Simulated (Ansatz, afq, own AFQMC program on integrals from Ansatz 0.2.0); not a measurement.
AFQMC on a folder of integrals that Ansatz 0.2.0 wrote.

```yaml
crystal:
  periodic: [false, false, false]
  atoms:
    - {symbol: N, position_ang: [0.000000, -0.123686, 0.526574]}
    - {symbol: C, position_ang: [0.000000, 0.081265, -0.705120]}
    - {symbol: H, position_ang: [0.000000, 0.750434, 1.084807]}
basis:
  gaussian: {orbitals: cc-pVDZ}
total_charge: 1
magnetization: {spin_polarized: false, initial_magnetization: 3}
correlation: {method: ccsd_t, electrons: outside_noble_gas, hamiltonian_folder: ham}
```

```sh
$ ansatz run in.yaml --threads 1 --pin off --events-out ev --progress --plain --max-ram 24576MiB --backend cuda --devices 0, --max-vram 18GiB
```

afq runs on the folder ham with

```
--method phaseless --trial hf --walkers 4000 --populations 20 --least-time 40 --time-step 0.005 --steps-per-block 20 --equilibration-blocks 112 --max-blocks 4000 --target-error 0.0009000 --factor-cut 1e-05 --start spin_pure --seed 7075 --taylor-order 6
```

Times are imaginary, in 1/Eh. The walk had a cap of 49 s. With eight or more populations the least sampling time is a fifth of least-time, and the error comes from their spread.

Output of the walk:

```
orbitals 31  electrons 6 3  factors 236 of 315
reference energy -92.31615334 Eh
CCSD correlation -0.21264739 Eh in 25 cycles, weight of the determinant in the CISD state 0.8597
energy of the start -92.316155 Eh
 block  time / (1/Eh)  mean weight  energy / Eh
     1     0.100  1.0007  -92.371632
     2     0.200  1.0016  -92.410958
     3     0.300  1.0017  -92.439345
     4     0.400  1.0012  -92.464470
     5     0.500  1.0014  -92.476259
     7     0.700  1.0011  -92.496304
     9     0.900  1.0008  -92.507527
    11     1.100  1.0002  -92.512448
    21     2.100  1.0001  -92.527720
    31     3.100  0.9999  -92.533765
    41     4.100  1.0002  -92.536017
    51     5.100  0.9999  -92.535888
    61     6.100  0.9997  -92.532744
    71     7.100  0.9999  -92.531726
    81     8.100  1.0000  -92.531595
    86     8.600  1.0002  -92.528376
    91     9.100  1.0000  -92.533877
   101    10.100  1.0003  -92.536584
   111    11.100  1.0000  -92.534382
   121    12.100  1.0000  -92.540484
   131    13.100  1.0000  -92.541051
   141    14.100  0.9999  -92.539705
   151    15.100  1.0003  -92.531803
   161    16.100  1.0002  -92.536648
   171    17.100  0.9999  -92.534870
   181    18.100  0.9999  -92.534049
   191    19.100  1.0001  -92.532620
   201    20.100  1.0002  -92.537146
   211    21.100  1.0000  -92.528629
   221    22.100  1.0000  -92.534196
error from the spread of 20 populations
energy -92.535401 +/- 0.000857 Eh
(rows thinned)
```

The run passed its tests (sampling time, drift between the halves within three errors, error under three times the target), which doesn't prove that it has relaxed. The second half of the sampling lies above the first by 1.6 errors of their difference, so the energy may still be moving and its error bar be too small.

Against this walk (error 23.3 meV) on the same determinant: CCSD(T) 24.9 meV lower (within the noise), CCSDT(Q) 90.4 meV higher, CCSDTQ 92.4 meV higher, a separate phaseless walk with a CISD trial and standard settings 40.8 ± 23.7 meV lower (within the noise). The error is statistical and leaves out the bias of the constraint. None of these is a sure reference here.

Cautions: constraint bias not in the error; another spin lies lower; a spin-contaminated unrestricted determinant lies lower (UHF 224 meV lower, ⟨S²⟩ 3.81); strong correlation (T1 0.058, weight of the determinant 0.86, largest double 0.10); CCSDT(Q) is in doubt: in a space of 9 electrons in 9 natural orbitals full CI lies 389 meV below it; CCSDTQ is in doubt: in a space of 9 electrons in 9 natural orbitals full CI lies 400 meV below it.

The walk took 32 s on 1 × NVIDIA H100 80GB HBM3 with 2 threads of AMD EPYC 7R13 Processor (Zen 3), on a shared host (the card was shared). The log's last line is the phaseless energy.

CCSDT and higher add their correlation energy to the determinant of the CCSD(T) run, since their own runs factorise the integrals more tightly (a shift of under 2 meV).
